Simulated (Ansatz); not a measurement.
Reaction (isomerisation): `CC1=CCC=C1` → `C1CC2=C1CC2`

Computed with Ansatz on PBE0-D4/def2-TZVP structures; ΔE is electronic, products minus reactants. CBS: MP2 limit from def2 TZ/QZ plus the TZ coupled-cluster correction, frozen cores. Functionals use def2-TZVPP.

`CC1=CCC=C1`:

```xyz
14

C    -0.675    1.653   -1.077
C    -0.186    0.482   -0.301
C     0.689    0.473    0.719
C     0.891   -0.925    1.200
C     0.003   -1.725    0.307
C    -0.610   -0.899   -0.553
H    -0.225    2.581   -0.722
H    -1.763    1.750   -0.998
H    -0.443    1.545   -2.141
H     1.183    1.337    1.143
H     0.619   -1.043    2.258
H     1.939   -1.243    1.124
H    -0.109   -2.799    0.365
H    -1.315   -1.187   -1.323
```

`C1CC2=C1CC2`:

Z-matrix (Å, degrees):
```
C
C 1 1.520
C 1 1.591 2 84.8
H 1 1.093 2 116.6 3 114.7
H 1 1.093 2 116.6 3 -114.7
C 2 1.520 1 169.5 3 179.9
C 2 1.314 1 95.2 3 0.0
H 3 1.093 1 114.4 2 116.9
H 3 1.093 1 114.4 2 -116.9
C 6 1.591 2 84.8 1 -179.9
H 6 1.093 2 116.6 1 -65.3
H 6 1.093 2 116.6 1 65.4
H 10 1.093 6 114.4 2 116.9
H 10 1.093 6 114.4 2 -116.9
```

Is it downhill or uphill in electronic energy at CCSD(T)/CBS, and by how much? (Estimate.)

Ansatz gave: Uphill: ΔE = +282.2 kJ/mol.

What do these levels give: revPBE-D4, r2SCAN, r2SCANh, r2SCAN0, LC-ωPBE, HF/def2-SVP, CCSD(T)/def2-SVP, MP2/def2-TZVPP, HF/def2-QZVPP, MP2/def2-QZVPP, HF/CBS(def2), MP2/CBS(def2)? (An estimate is asked.)

The calculation gave: revPBE-D4 274.7, r2SCAN 288.1, r2SCANh 287.3, r2SCAN0 286.0, LC-ωPBE 260.2, HF/def2-SVP 305.2, CCSD(T)/def2-SVP 284.1, MP2/def2-TZVPP 279.9, HF/def2-QZVPP 308.2, MP2/def2-QZVPP 280.8, HF/CBS(def2) 308.3, MP2/CBS(def2) 281.2 kJ/mol.

Largest T1 diagnostic among the species: 0.011.

From PBE to PBE0 (25 % exact exchange), in def2-TZVPP and without D4, ΔE moves by +3.9 kJ/mol. The D4 term adds +4.4 kJ/mol with B3LYP and +2.3 kJ/mol with PBE0; it sums over pairs of atoms, weighted by their polarisabilities, and B3LYP, whose exchange is more repulsive, gets the larger term. Leaving LDA and LC-ωPBE aside and taking each functional with its dispersion term where it has one, the values, not all of them listed here, spread over 30.2 kJ/mol, from PBE-D4 to BHLYP-D4.

B3LYP here is the variant with VWN-RPA as its local correlation; programs differ in this.
